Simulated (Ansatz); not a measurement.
# H3Ge–AsH2, triplet in cc-pVDZ: errors against UCCSDT(Q)

Geometry: a PBE0/def2-TZVP stationary point for this spin, not checked as a minimum.

```yaml
atoms:
  - { symbol: Ge, position_ang: [0.0000, 0.0025, 1.2082] }
  - { symbol: As, position_ang: [0.0000, -0.0021, -1.2058] }
  - { symbol: H, position_ang: [0.0000, 1.4467, 1.7272] }
  - { symbol: H, position_ang: [-1.2505, -0.7364, 1.7116] }
  - { symbol: H, position_ang: [1.2505, -0.7364, 1.7116] }
  - { symbol: H, position_ang: [0.0000, 1.6712, -1.3440] }
  - { symbol: H, position_ang: [0.0000, -1.6715, -1.2506] }
```

Basis cc-pVDZ; Ansatz 0.2.0. Correlated methods freeze the noble-gas cores and the filled d shells of p-block atoms, which leaves 14 electrons in 51 orbitals. Prefix R: restricted or restricted open-shell reference; prefix U: unrestricted. No spin–orbit coupling is included, and no scalar relativity.

Full CI isn't at hand for all of this; UCCSDT(Q) serves as the reference, and is uncertain by about the last step of the cluster series. The frozen core follows each run's orbitals, which can shift R against U totals by a few meV for light atoms and by up to 0.1 eV past Ca.

- UHF ⟨S²⟩: 2.056
- T1 diagnostic (RCCSD): 0.0233
- largest doubles amplitude (RCCSD): 0.066
- T1 diagnostic (UCCSD): 0.0165

```csv
level,E − E(UHF) (eV)
UMP2,-5.4080
UCCSD,-6.7051
UCCSD(T),-6.8811
```

**Question.** Estimate how far UCCSDT(Q) in cc-pVDZ lies from UCCSD(T). The table doesn't fix it; the size of (T) and the diagnostics are the guide.

**Answer.** UCCSDT(Q) in cc-pVDZ lies 4.3 kJ/mol below UCCSD(T), which is 25 % of the (T) step (-17.0 kJ/mol). The diagnostics give no warning, yet the rest is a sizeable part of (T). The miss exceeds 1 kcal/mol.

The other levels:

```tsv
level	E − E(UCCSDT(Q)) (kJ/mol)	wall time
UCCSDT	0.8	–
```

Run but not shown, since their state, orbitals or frozen core can't be matched to the reference's or they repeat it: RHF, RMP2, CISD, RCCSD, RCCSD(T), BCCD(T), RCCSDT, RCCSDT(Q).

Atomization energy (electronic, same basis, no zero-point term; atoms at the same level, unrestricted beside the R rows where the molecule is a closed shell, but restricted open-shell past Ca, as are all atoms' steps beyond CCSDT(Q)) at UCCSDT(Q): 1259.7 kJ/mol. Errors of other levels:

```csv
level,error (kJ/mol)
UHF,-324.3
UMP2,-59.9
UCCSD,-15.9
UCCSD(T),-2.8
UCCSDT,-0.5
```

This basis is far from its limit, so the value isn't to be set against a measured one.
